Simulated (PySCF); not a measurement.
# Indirect couplings

Molfile (atoms numbered from 1):
```
C5H9F
     RDKit          3D

 15 15  0  0  0  0  0  0  0  0999 V2000
    1.7764   -0.8950   -0.2318 C   0  0  0  0  0  0  0  0  0  0  0  0
    0.8561   -0.0115    0.5955 C   0  0  0  0  0  0  0  0  0  0  0  0
   -0.2880    0.5463   -0.2020 C   0  0  0  0  0  0  0  0  0  0  0  0
    0.1556    1.3184   -1.2438 F   0  0  0  0  0  0  0  0  0  0  0  0
   -1.5291   -0.2333   -0.4730 C   0  0  0  0  0  0  0  0  0  0  0  0
   -1.5649    0.9874    0.4213 C   0  0  0  0  0  0  0  0  0  0  0  0
    1.2375   -1.7696   -0.6286 H   0  0  0  0  0  0  0  0  0  0  0  0
    2.1782   -0.3350   -1.0887 H   0  0  0  0  0  0  0  0  0  0  0  0
    2.6250   -1.2602    0.3652 H   0  0  0  0  0  0  0  0  0  0  0  0
    1.4206    0.8354    1.0220 H   0  0  0  0  0  0  0  0  0  0  0  0
    0.4412   -0.5704    1.4495 H   0  0  0  0  0  0  0  0  0  0  0  0
   -1.9613   -0.1329   -1.4714 H   0  0  0  0  0  0  0  0  0  0  0  0
   -1.6320   -1.2240   -0.0215 H   0  0  0  0  0  0  0  0  0  0  0  0
   -1.6978    0.8521    1.4982 H   0  0  0  0  0  0  0  0  0  0  0  0
   -2.0174    1.8925    0.0091 H   0  0  0  0  0  0  0  0  0  0  0  0
  1  2  1  0
  2  3  1  0
  3  4  1  0
  3  5  1  0
  5  6  1  0
  6  3  1  0
  1  7  1  0
  1  8  1  0
  1  9  1  0
  2 10  1  0
  2 11  1  0
  5 12  1  0
  5 13  1  0
  6 14  1  0
  6 15  1  0
M  END
```

Method: B3LYP/pcJ-1 (spin–dipole term only in couplings to heteroatoms)//PBE0-D3(BJ)/def2-SVP, PySCF; isolated molecule, single conformer, non-relativistic. Couplings are averaged over pairs made equivalent by symmetry, fast rotation or ring inversion, so a value needn't be that of the named pair in this geometry, while other rotamers aren't included; one pair stands for each set, and the list holds a selection of those of at least 0.8 Hz over up to four bonds. One-bond C–F couplings come out tens of Hz too large with common functionals.

Isotopes: ¹³C, ¹⁹F, ¹H.

```json
{"pair": "C1, C2", "bonds": "1", "J (Hz)": "37.2"}
{"pair": "C1, H7", "bonds": "1", "J (Hz)": "?"}
{"pair": "C2, C3", "bonds": "1", "J (Hz)": "53.5"}
{"pair": "C2, H10", "bonds": "1", "J (Hz)": "131.2"}
{"pair": "C3, F4", "bonds": "1", "J (Hz)": "?"}
{"pair": "C3, C5", "bonds": "1", "J (Hz)": "19.4"}
{"pair": "C5, C6", "bonds": "1", "J (Hz)": "12.1"}
{"pair": "C5, H12", "bonds": "1", "J (Hz)": "?"}
{"pair": "C5, H13", "bonds": "1", "J (Hz)": "167.7"}
{"pair": "C1, H10", "bonds": "2", "J (Hz)": "-3.1"}
{"pair": "C2, F4", "bonds": "2", "J (Hz)": "?"}
{"pair": "C2, C5", "bonds": "2", "J (Hz)": "?"}
{"pair": "C2, H7", "bonds": "2", "J (Hz)": "-3.6"}
{"pair": "C3, H10", "bonds": "2", "J (Hz)": "?"}
{"pair": "C5, H14", "bonds": "2", "J (Hz)": "-2.8"}
{"pair": "C5, H15", "bonds": "2", "J (Hz)": "-2.3"}
{"pair": "C1, F4", "bonds": "3", "J (Hz)": "2.0"}
{"pair": "C1, C5", "bonds": "3", "J (Hz)": "2.6"}
{"pair": "C2, H12", "bonds": "3", "J (Hz)": "?"}
{"pair": "C3, H7", "bonds": "3", "J (Hz)": "5.7"}
{"pair": "F4, H10", "bonds": "3", "J (Hz)": "?"}
{"pair": "F4, H12", "bonds": "3", "J (Hz)": "18.9"}
{"pair": "F4, H13", "bonds": "3", "J (Hz)": "7.2"}
{"pair": "C5, H10", "bonds": "3", "J (Hz)": "4.3"}
{"pair": "C5, H11", "bonds": "3", "J (Hz)": "1.2"}
{"pair": "H12, H14", "bonds": "3", "J (Hz)": "8.1"}
```

Estimate the withheld couplings, with signs.

Results:


- ¹J(C1,H7) = 133.4 Hz (bond length 1.101 Å, sp3 carbon)
- ¹J(C3,F4) = -277.6 Hz (bond length 1.371 Å)
- ¹J(C5,H12) = 169.7 Hz (bond length 1.093 Å, sp3 carbon)
- ²J(C2,F4) = 21.7 Hz (angle at C3 111°)
- ²J(C2,C5) = 0.8 Hz (angle at C3 122°)
- ²J(C3,H10) = -3.9 Hz (mean over equivalent pairs that range from -8.1 to 0.4 Hz in this conformer)
- ³J(C2,H12) = 0.8 Hz (dihedral angle 140°)
- ³J(F4,H10) = 20.6 Hz (mean over equivalent pairs that range from 5.6 to 35.6 Hz in this conformer)
